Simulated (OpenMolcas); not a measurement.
# doublet SiH3, step by step

Aim: the energy (ROHF/STO-3G), then the energy (CASSCF(3,3)/STO-3G), then the energy (CASPT2(3,3)/STO-3G), then a single-point energy (SC-NEVPT2(3,3)/STO-3G), then a single-point energy (MRCI(3,3)/STO-3G) of doublet SiH3. 

The results are computed with OpenMolcas 26.06.

1 further run of the same task is left out (set aside as unsound or not needed).

**1. The molecule**

SiH3 has 4 atoms, charge 0, and is taken as a doublet. As SMILES of the parent species, `[SiH3-]`. Geometry: relaxed at PBE0-D4/def2-TZVPD. That shape belongs to the parent species and isn't relaxed for this state.

Bond lengths: Si1–H2 1.546 Å, Si1–H3 1.546 Å, Si1–H4 1.546 Å. Angles: H2–Si1–H3 94.1°, H2–Si1–H4 94.1°, H3–Si1–H4 94.1°.

**2. The energy at ROHF/STO-3G (run 1)**

Input file step1.input:

```
* H3Si Hartree-Fock
&GATEWAY
BasLib = $CurrDir
BasisSet
Si.STO-3G....
Si1 0.539700 -0.050700 -0.300900 angstrom
End of Basis
BasisSet
H.STO-3G....
H2 0.426600 0.622300 1.085900 angstrom
H3 -0.298500 -1.283700 0.106800 angstrom
H4 -0.667800 0.712200 -0.891800 angstrom
End of Basis
&SEWARD
&SCF
UHF
Spin = 2
Scramble = 0.25
PrOrbitals = 1 1
&RASSCF
FileOrb = $Project.UnaOrb
Spin = 2
Nactel = 1 0 0
Inactive = 8
Ras2 = 1
OutOrbitals = Canonical
OrbListing = Nothing
```

The basis set STO-3G is read from a file made from the Basis Set Exchange's data (not shown).

Command:

```bash
$ export MOLCAS_MEM=1860
$ pymolcas step1.input > step1.log
```

The log of the run:

```text
--- Start Module: gateway ---
[...]
--- Stop Module: gateway /rc=_RC_ALL_IS_WELL_ ---
[...]
      Basis functions           12
[...]
--- Start Module: scf ---
[...]
       Convergence after  12 Iterations
[...]
::    Total SCF energy                               -287.2385356881
[...]
      Total spin, S                                     0.5004345588
[...]
--- Stop Module: scf /rc=_RC_ALL_IS_WELL_ ---
--- Start Module: rasscf ---
[...]
      Number of active orbitals                  1
[...]
      Spin quantum number                      0.5
[...]
      Active orbitals                            1
[...]
      Number of CSFs                             1
[...]
      Number of root(s) required                 1
[...]
      Convergence after  6 iterations
[...]
      printout of CI-coefficients larger than  0.05 for root  1
      energy=    -287.238330
      conf/sym  1     Coeff  Weight
             1  u   1.00000 1.00000
      Natural orbitals and occupation numbers for root  1
      sym 1:   1.000000
      ************************************************************************************************************************
      *                                                    Final results                                                     *
[...]
::    RASSCF root number  1 Total energy:   -287.23833020
[...]
      Total electronic charge=   17.000000
      Total            charge=   -0.000000
[...]
      Dipole Moment (debye):
      Origin of the operator (angstrom)=    0.4695   -0.0441   -0.2618
                   X=  1.6139E+00               Y= -1.5169E-01               Z= -8.9970E-01           Total=  1.8539E+00
      Quadrupole Moment (debye*angstrom):
[...]
--- Stop Module: rasscf /rc=_RC_ALL_IS_WELL_ ---
[...]
```

Run time: 3.3 s. Hardware: 1 thread of Intel Xeon Platinum 8259CL at 2.50GHz (Skylake/Cascade Lake), shared host; peak memory 0.37 GiB.

**3. A single-point energy at CASSCF(3,3)/STO-3G (run 2)**

Input file step2.input:

```
&GATEWAY
BasLib = $CurrDir
BasisSet
Si.STO-3G....
Si1 0.539700 -0.050700 -0.300900 angstrom
End of Basis
BasisSet
H.STO-3G....
H2 0.426600 0.622300 1.085900 angstrom
H3 -0.298500 -1.283700 0.106800 angstrom
H4 -0.667800 0.712200 -0.891800 angstrom
End of Basis
&SEWARD
&RASSCF
FileOrb = $CurrDir/step1.RasOrb
Spin = 2
Nactel = 3 0 0
Inactive = 7
Ras2 = 3
OrbListing = Nothing
```

The basis set STO-3G is read from a file made from the Basis Set Exchange's data (not shown).

Command:

```bash
$ export MOLCAS_MEM=1860
$ pymolcas step2.input > step2.log
```

The log of the run:

```text
--- Start Module: gateway ---
[...]
--- Stop Module: gateway /rc=_RC_ALL_IS_WELL_ ---
--- Start Module: seward ---
[...]
      Basis functions           12
--- Stop Module: seward /rc=_RC_ALL_IS_WELL_ ---
--- Start Module: rasscf ---
[...]
      Number of active orbitals                  3
[...]
      Spin quantum number                      0.5
[...]
      Active orbitals                            3
[...]
      Number of CSFs                             8
[...]
      Number of root(s) required                 1
[...]
      Convergence after 11 iterations
[...]
      printout of CI-coefficients larger than  0.05 for root  1
      energy=    -287.257525
      conf/sym  111     Coeff  Weight
             1  2u0   0.99117 0.98243
             5  02u   0.05518 0.00304
             8  0u2   0.11487 0.01320
      Natural orbitals and occupation numbers for root  1
      sym 1:   1.966221   1.001884   0.031895
      ************************************************************************************************************************
      *                                                    Final results                                                     *
[...]
::    RASSCF root number  1 Total energy:   -287.25752540
[...]
      Total electronic charge=   17.000000
      Total            charge=   -0.000000
[...]
      Dipole Moment (debye):
      Origin of the operator (angstrom)=    0.4695   -0.0441   -0.2618
                   X=  1.5053E+00               Y= -8.6234E-02               Z= -9.4681E-01           Total=  1.7804E+00
      Quadrupole Moment (debye*angstrom):
[...]
--- Stop Module: rasscf /rc=_RC_ALL_IS_WELL_ ---
[...]
```

Wall time 2.5 s (1 thread of Intel Xeon Platinum 8259CL at 2.50GHz (Skylake/Cascade Lake), shared host); peak memory 0.37 GiB.

**4. The energy at CASPT2(3,3)/STO-3G (run 3)**

Input file step3.inp:

```
&GATEWAY
BasLib = $CurrDir
BasisSet
Si.STO-3G....
Si1 0.539700 -0.050700 -0.300900 angstrom
End of Basis
BasisSet
H.STO-3G....
H2 0.426600 0.622300 1.085900 angstrom
H3 -0.298500 -1.283700 0.106800 angstrom
H4 -0.667800 0.712200 -0.891800 angstrom
End of Basis
&SEWARD
&RASSCF
FileOrb = $CurrDir/step2.RasOrb
Spin = 2
Nactel = 3 0 0
Inactive = 7
Ras2 = 3
OrbListing = Nothing
&CASPT2
Imaginary = 0.1
Frozen = 5
```

The basis set STO-3G is read from a file made from the Basis Set Exchange's data (not shown).

Command:

```bash
$ export MOLCAS_MEM=1860
$ pymolcas step3.inp > step3.log
```

The log of the run:

```text
--- Start Module: gateway ---
[...]
--- Stop Module: gateway /rc=_RC_ALL_IS_WELL_ ---
[...]
      Basis functions           12
[...]
--- Start Module: rasscf ---
[...]
      Number of active orbitals                  3
[...]
      Spin quantum number                      0.5
[...]
      Active orbitals                            3
[...]
      Number of CSFs                             8
[...]
      Number of root(s) required                 1
[...]
      Convergence after  4 iterations
[...]
      printout of CI-coefficients larger than  0.05 for root  1
      energy=    -287.257525
      conf/sym  111     Coeff  Weight
             1  2u0   0.99117 0.98243
             5  02u   0.05518 0.00304
             8  0u2   0.11487 0.01320
      Natural orbitals and occupation numbers for root  1
      sym 1:   1.966221   1.001884   0.031895
      ************************************************************************************************************************
      *                                                    Final results                                                     *
[...]
::    RASSCF root number  1 Total energy:   -287.25752540
[...]
      Total electronic charge=   17.000000
      Total            charge=   -0.000000
[...]
      Dipole Moment (debye):
      Origin of the operator (angstrom)=    0.4695   -0.0441   -0.2618
                   X=  1.5053E+00               Y= -8.6197E-02               Z= -9.4682E-01           Total=  1.7804E+00
      Quadrupole Moment (debye*angstrom):
[...]
--- Stop Module: rasscf /rc=_RC_ALL_IS_WELL_ ---
--- Start Module: caspt2 ---
[...]
 ###    WARNING: User changed nr of frozen orbitals.                         ###
 ###############################################################################
[...]
      E2 (Variational):          -0.0280829840
      Total energy:            -287.2856083820
[...]
      Reference weight:           0.98470
[...]
::    CASPT2 Root  1     Total energy:   -287.28560838
[...]
--- Stop Module: caspt2 /rc=_RC_ALL_IS_WELL_ ---
[...]
```

It took 2.4 s on 1 thread of Intel Xeon Platinum 8259CL at 2.50GHz (Skylake/Cascade Lake), shared host; peak memory 0.37 GiB.

**5. A single-point energy at SC-NEVPT2(3,3)/STO-3G (run 4)**

Input file step4.inp:

```
>>> EXPORT MOLCAS_PRINT=2

&GATEWAY
 BasLib = $CurrDir
 BasisSet
 Si.STO-3G....
 Si1 0.539700 -0.050700 -0.300900 angstrom
 End of Basis
 BasisSet
 H.STO-3G....
 H2 0.426600 0.622300 1.085900 angstrom
 H3 -0.298500 -1.283700 0.106800 angstrom
 H4 -0.667800 0.712200 -0.891800 angstrom
 End of Basis

&SEWARD

&RASSCF
 FileOrb = $CurrDir/step2.RasOrb
 Spin = 2
 Nactel = 3 0 0
 Inactive = 7
 Ras2 = 3
 OrbListing = Nothing

&CASPT2
 SC-NEVPT2
 Frozen = 5
```

The basis set STO-3G is read from a file made from the Basis Set Exchange's data (not shown).

Command:

```bash
$ export MOLCAS_MEM=1860
$ pymolcas step4.inp > step4.log
```

The log of the run:

```text
--- Start Module: gateway ---
[...]
--- Stop Module: gateway /rc=_RC_ALL_IS_WELL_ ---
[...]
      Basis functions           12
[...]
--- Start Module: rasscf ---
[...]
      Number of active orbitals                  3
[...]
      Spin quantum number                      0.5
[...]
      Active orbitals                            3
[...]
      Number of CSFs                             8
[...]
      Number of root(s) required                 1
[...]
      Convergence after  4 iterations
[...]
      printout of CI-coefficients larger than  0.05 for root  1
      energy=    -287.257525
      conf/sym  111     Coeff  Weight
             1  2u0   0.99117 0.98243
             5  02u   0.05518 0.00304
             8  0u2   0.11487 0.01320
      Natural orbitals and occupation numbers for root  1
      sym 1:   1.966221   1.001884   0.031895
      ************************************************************************************************************************
      *                                                    Final results                                                     *
[...]
::    RASSCF root number  1 Total energy:   -287.25752540
[...]
      Total electronic charge=   17.000000
      Total            charge=   -0.000000
[...]
      Dipole Moment (debye):
      Origin of the operator (angstrom)=    0.4695   -0.0441   -0.2618
                   X=  1.5053E+00               Y= -8.6197E-02               Z= -9.4682E-01           Total=  1.7804E+00
      Quadrupole Moment (debye*angstrom):
[...]
--- Stop Module: rasscf /rc=_RC_ALL_IS_WELL_ ---
--- Start Module: caspt2 ---
[...]
 ###    WARNING: User changed nr of frozen orbitals.                         ###
 ###############################################################################
[...]
      E2 (Variational):          -0.0272440755
[...]
      E2 (Variational):          -0.0271659667
      Total energy:            -287.2846913648
[...]
      Reference weight:           0.98563
[...]
::    SC-NEVPT2 Root  1     Total energy:   -287.28469136
[...]
--- Stop Module: caspt2 /rc=_RC_ALL_IS_WELL_ ---
[...]
```

Run time: 2.5 s. Hardware: 1 thread of Intel Xeon Platinum 8259CL at 2.50GHz (Skylake/Cascade Lake), shared host; peak memory 0.37 GiB.

**6. A single-point energy at MRCI(3,3)/STO-3G (run 5)**

Input file step5.inp:

```
* H3Si MRCI
>>> EXPORT MOLCAS_PRINT=2

&GATEWAY
 BasLib=$CurrDir
 BasisSet
 Si.STO-3G....
 Si1 0.539700 -0.050700 -0.300900 angstrom
 End of Basis
 BasisSet
 H.STO-3G....
 H2 0.426600 0.622300 1.085900 angstrom
 H3 -0.298500 -1.283700 0.106800 angstrom
 H4 -0.667800 0.712200 -0.891800 angstrom
 End of Basis

&SEWARD

&RASSCF
 FileOrb=$CurrDir/step2.RasOrb
 Spin=2
 Nactel=3 0 0
 Inactive=7
 Ras2=3
 OrbListing=Nothing

&MOTRA
 LumOrb
 Frozen=5

&GUGA
 Electrons=7
 Spin=2
 Inactive=2
 Active=3
 CIAll=1

&MRCI
 SDCI
```

The basis set STO-3G is read from a file made from the Basis Set Exchange's data (not shown).

Command:

```bash
$ export MOLCAS_MEM=1860
$ pymolcas step5.inp > step5.log
```

The log of the run:

```text
--- Start Module: gateway ---
[...]
--- Stop Module: gateway /rc=_RC_ALL_IS_WELL_ ---
[...]
      Basis functions           12
[...]
      Number of active orbitals                  3
[...]
      Spin quantum number                      0.5
[...]
      Active orbitals                            3
[...]
      Number of CSFs                             8
[...]
      Number of root(s) required                 1
[...]
      Convergence after  4 iterations
[...]
      printout of CI-coefficients larger than  0.05 for root  1
      energy=    -287.257525
      conf/sym  111     Coeff  Weight
             1  2u0   0.99117 0.98243
             5  02u   0.05518 0.00304
             8  0u2   0.11487 0.01320
      Natural orbitals and occupation numbers for root  1
      sym 1:   1.966221   1.001884   0.031895
      ************************************************************************************************************************
      *                                                    Final results                                                     *
[...]
::    RASSCF root number  1 Total energy:   -287.25752540
[...]
      Dipole Moment (debye):
      Origin of the operator (angstrom)=    0.4695   -0.0441   -0.2618
                   X=  1.5053E+00               Y= -8.6197E-02               Z= -9.4682E-01           Total=  1.7804E+00
      Quadrupole Moment (debye*angstrom):
[...]
      *** WARNING: Default frozen orbitals is overwritten by user input.
      *** Default values:   2
[...]
--- Start Module: guga ---
[...]
--- Stop Module: guga /rc=_RC_ALL_IS_WELL_ ---
--- Start Module: mrci ---
[...]
       (But an ACPF correction will be computed)
       USE THE DEFAULT ACPF G-VALUE GFAC=  0.28571428571428570
[...]
                      CI ENERGY:  -287.30103289
[...]
                ACPF CORRECTION:    -0.00120519
[...]
      Total electronic charge=   17.000000
      Total            charge=   -0.000000
[...]
     ACPF CORRECTION:     -0.00120519
[...]
  CI State   1     Total energy:   -287.30103289     QDav:     -0.00170617     QACPF:     -0.00120519
[...]
--- Stop Module: mrci /rc=_RC_ALL_IS_WELL_ ---
[...]
```

Wall time 2.8 s (1 thread of Intel Xeon Platinum 8259CL at 2.50GHz (Skylake/Cascade Lake), shared host); peak memory 0.37 GiB.

**7. Outcome**

| quantity | value |
| --- | --- |
| run 1, ROHF/STO-3G: total energy | -287.23833 Eh |
| run 1, ROHF/STO-3G: dipole moment | 1.85 D |
| run 2, CASSCF(3,3)/STO-3G: total energy | -287.25753 Eh |
| run 2, CASSCF(3,3)/STO-3G: dipole moment (CASSCF density) | 1.78 D |
| run 3, CASPT2(3,3)/STO-3G: total energy | -287.28561 Eh |
| run 3, CASPT2(3,3)/STO-3G: dipole moment (CASSCF density) | 1.78 D |
| run 4, SC-NEVPT2(3,3)/STO-3G: total energy | -287.28469 Eh |
| run 4, SC-NEVPT2(3,3)/STO-3G: dipole moment (CASSCF density) | 1.78 D |
| run 5, MRCI(3,3)/STO-3G: total energy | -287.30103 Eh |
| run 5, MRCI(3,3)/STO-3G: dipole moment (CASSCF density) | 1.78 D |

**Reading.** Mulliken charges (run 3, CASPT2(3,3)/STO-3G) of the CASSCF density run from -0.17 on H2 to +0.48 on Si1; they depend strongly on the basis.
